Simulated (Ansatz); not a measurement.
# PH+ (doublet): from Hartree-Fock to the top rungs at distance P1–H2 = 3.781 Å, cc-pVTZ

The task here is to estimate one member of a computed series from the others.

Method: cc-pVTZ, core rule «outside noble gas», up to 5 orbitals frozen; program: Ansatz 0.2.0, Gaussian basis.

To be run: UHF; CCSD(T) on ROHF; CCSD(T) on UHF; BCCD(T) on ROHF; CISD; CCSDT(Q) on ROHF; CCSDT(Q) on UHF; CASSCF and MRCISD+Q, 3 electrons in 3 orbitals; CASSCF and NEVPT2, 3 electrons in 3 orbitals; CASSCF and MRCISD+Q, 5 electrons in 5 orbitals; CASSCF and NEVPT2, 5 electrons in 5 orbitals; Full CI.

27 further runs of the same task are left out: 1 for a known fault of the program, 20 that didn't finish, 6 set aside as unsound or not needed.

## The geometry

The geometry derives from a PBE0/def2-TZVP stationary point (not a proven minimum). One bond is set to the value named and the two fragments are kept rigid.

2 atoms, charge 1, spin multiplicity 2.

Atoms are counted from 1 here; the program's logs count them from 0.

No contacts short enough for the rule that draws bonds.

The first run:

Input file in.yaml:

```yaml
crystal:
  periodic: [false, false, false]
  atoms:
    - {symbol: P, position_ang: [0.000000, 0.000000, 0.000000]}
    - {symbol: H, position_ang: [0.000000, 0.000000, 3.781000]}
basis:
  gaussian: {orbitals: cc-pVTZ}
total_charge: 1
magnetization: {spin_polarized: true, initial_magnetization: 1}
hamiltonian: {xc: hf}
output: {orbitals: {seedname: orbitals}}
```

The run is started by

```bash
$ ansatz run in.yaml --threads 1 --pin off --events-out ev --progress --plain --max-ram 2393MiB
```

Steps of the session up to this table: UHF; CCSD(T) on ROHF; CCSD(T) on UHF; BCCD(T) on ROHF; CISD; CCSDT(Q) on ROHF; CCSDT(Q) on UHF; CASSCF and MRCISD+Q, 3 electrons in 3 orbitals; CASSCF and NEVPT2, 3 electrons in 3 orbitals; CASSCF and MRCISD+Q, 5 electrons in 5 orbitals; CASSCF and NEVPT2, 5 electrons in 5 orbitals; Full CI.

One of the session's tables, all rows but one given; the rest of the session is left out.

```
       method  from FCI (meV)
          UHF         +2332.9
         RMP2         +2263.4
         UMP2          +629.1
         CISD         +1227.6
        RCCSD          +116.4
        UCCSD           +83.3
     RCCSD(T)           -29.1
     UCCSD(T)               ?
      BCCD(T)           +28.8
       RCCSDT           +28.5
       UCCSDT            +1.8
    RCCSDT(Q)           -39.1
    UCCSDT(Q)            +0.3
  CASSCF pair         +2469.7
  NEVPT2 pair          +584.0
  MRCISD pair          +110.8
MRCISD+Q pair           -40.2
          FCI               0
```

Q: Estimate the row for UCCSD(T) from the others.

As computed: from FCI (meV): +20.6. In the column «from FCI (meV)» it lies between UCCSDT (+1.8) and RCCSDT (+28.5).

Left out of the table: CASSCF valence, NEVPT2 valence, MRCISD valence, MRCISD+Q valence (the active space lost an orbital or holds another state than full CI finds).

To keep in mind: The report flags that the cluster equations may have other roots. Left out of the table: ROHF (another determinant or state than the rows shown). The program flags RCCSD(T), BCCD(T), RCCSDT(Q) as in doubt, so those rows may rest on another solution; read them beside their warnings. RCCSD(T), RCCSDT(Q), MRCISD+Q pair fall below full CI, which methods that aren't variational can do. Levels on UHF freeze UHF's core orbitals, full CI those of ROHF, so the U rows can settle a little off it for that reason alone. Restricted and unrestricted rows rest on different reference determinants; where their highest levels disagree by more than a few hundredths of an eV, they describe different states and don't form one ladder.
